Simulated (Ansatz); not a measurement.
A made-up structure of CHClLi (charge +1), closed shell:

```
atom    x (Å)    y (Å)    z (Å)
 Li1   1.0999  -0.6414   0.9924
  C2  -0.1354  -0.0847  -0.0793
 Cl3   0.0008   1.4334  -0.3750
  H4  -0.9653  -0.7073  -0.5381
```

It is relaxed with PBE-D4/def2-SVP and then PBE0-D4/def2-TZVP (Ansatz 0.2.0). Atoms count as bonded within 1.22 times the sum of their covalent radii (H–H: 0.88 Å). The end point is not checked to be a true minimum.

Question: Does its bonding change? (Judge from chemistry; the calculation decides.)

Answer: Computed: Yes. Formed: none; broken: Li1–Cl3.

Where it ends: The first stage lowers the energy by 0.94 eV in 6 steps. It ends as CHClLi ([Li][CH][Cl]), total charge +1:
Li1  (1.306, -0.864, 1.205)
C2  (-0.139, -0.066, -0.087)
Cl3  (-0.188, 1.505, -0.535)
H4  (-0.979, -0.575, -0.582)
(Å)

Labels in which every atom is bracketed show which atoms are joined, not bond orders.

For scale, one of the runs: PBE0-D4/def2-TZVP relaxation, 88 basis functions, launched by `ansatz run in.yaml --threads 2 --pin off --events-out ev --progress --plain --max-ram 4352MiB`. Hardware: 2 CPU threads of an Arm Neoverse V2, shared host. Wall time about 6.5 s.
